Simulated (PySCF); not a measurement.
Structure problem from calculated spectra and properties.

Elements present: C and H. Monoisotopic mass: 16.0313 u.

| Quantity | Value |
| --- | --- |
| 1H NMR | chemical shifts (computed TMS as zero) by class: 0.32 (4 H) ppm [GIAO PBE0/pcSseg-1] |
| Couplings | largest of the computed one-bond spin–spin couplings (means over like bonds): 13C–1H +134.4 (×4) Hz [B3LYP/pcJ-1] |
| Dipole | 0.00 D [PBE0/pcSseg-1] |
| 13C NMR | chemical shifts (computed TMS as zero) by class: -4.4 (1 C) ppm [GIAO PBE0/pcSseg-1] |
| Rotational structure | rotational constants A, B, C: 155.959, 155.956, 155.950 GHz [PBE0-D3(BJ)/def2-SVP] |

Gas-phase values; electronic properties from PySCF, density fitting. Levels stand in brackets. Isolated species at its PBE0-D3(BJ)/def2-SVP geometry, gas phase. NMR classes are plain means over equivalent atoms (diastereotopic ones count apart unless rotation or inversion swaps them), as if these changed places fast.

Question: Which formula fits the mass and the elements?

Answer: CH4 (calculated 16.0313). No other formula that holds each of these elements comes within 0.0003 u with a fitting electron parity and a possible valence count.

Question: Give a SMILES that accounts for the data.

Answer: Its formula, CH4, gives 0 degrees of unsaturation, so no ring and no π bond. The one carbon: methane carbon (-4.4 ppm). All hydrogens form one class (0.32 ppm): hydrogen on carbon. The couplings run between: +134.4 Hz, methane carbon and its hydrogen (with 3 like pairs). The vanishing dipole is forced by symmetry. The optimised geometry has point group Td and is a spherical top (the spread among constants that symmetry makes equal is optimisation noise). Structure: `C` (CH4).
